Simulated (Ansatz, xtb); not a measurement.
## HOSSi−: which of two isomers lies lower

Structure I: `O[Si-]=S`, a singlet. Structure II: `O=[SiH][S-]`, a singlet. Both are isolated ions in the gas phase, relaxed with PBE0-D3(BJ)/def2-SVPD; the shapes shown needn't be the lowest conformers.

I (Å):

```yaml
atoms:
  - { symbol: O, position_ang: [-0.8067, -1.4348, 1.6700] }
  - { symbol: S, position_ang: [-0.1268, -0.2151, -1.0033] }
  - { symbol: Si, position_ang: [-1.0784, -1.7555, -0.0157] }
  - { symbol: H, position_ang: [-0.2840, -0.6221, 1.7263] }
```

II (Å):

```xyz
4

O    -0.4067    0.7456    0.4749
S    -0.8900   -0.7557   -2.4237
Si    0.0447    0.2065   -0.9218
H     1.5048    0.4643   -1.2081
```

Quicker runs give these differences E(II) − E(I): GFN2-xTB −2.250 eV; HF/STO-3G +0.645 eV (at GFN2-xTB geometries); r2SCAN-D4/def2-SVPD −0.177 eV (at GFN2-xTB geometries).

Question: Estimate which is lower in electronic energy at CCSD(T)/def2-TZVPPD, and by roughly how much.

Answer: The CCSD(T)/def2-TZVPPD calculation puts structure II lower, by 0.214 eV.

Level by level:

```tsv
level	geometry	E(II) − E(I) (eV)	departure from the last row (eV)	job, with rough time for the two
GFN2-xTB	GFN2-xTB	−2.250	−2.036	optimisation, 0.13 s
HF/STO-3G	GFN2-xTB	+0.645	+0.859	single point, 0.21 s
r2SCAN-D4/def2-SVPD	GFN2-xTB	−0.177	+0.037	single point, 3.6 s
PBE0-D3(BJ)/def2-SVPD	PBE0-D3(BJ)/def2-SVPD	−0.029	+0.185	optimisation, 24 s
HF/def2-TZVPPD	PBE0-D3(BJ)/def2-SVPD	−0.187	+0.027	part of the CCSD(T) run
MP2/def2-TZVPPD	PBE0-D3(BJ)/def2-SVPD	−0.353	−0.139	part of the CCSD(T) run
CCSD(T)/def2-TZVPPD	PBE0-D3(BJ)/def2-SVPD	−0.214		single point, 59 s
```

As drawn, II has 1 O=Si, 1 S–Si, 1 Si–H in place of 1 O–Si, 1 S=Si, 1 O–H.

HF/STO-3G puts the two in the other order. The largest departure from CCSD(T)/def2-TZVPPD is that of GFN2-xTB, 2.036 eV.

With harmonic frequencies from PBE0-D3(BJ)/def2-SVPD (ideal gas, rigid rotor, one conformer each, 298.15 K, 1 atm): the zero-point term adds −0.075 eV; ΔH is −0.293 and ΔG −0.280 eV.

The correlated steps freeze 11 core orbitals. Run with Ansatz 0.2.0, xtb 6.7.1; the last row on 1 thread of Arm Neoverse V1 on a shared host.
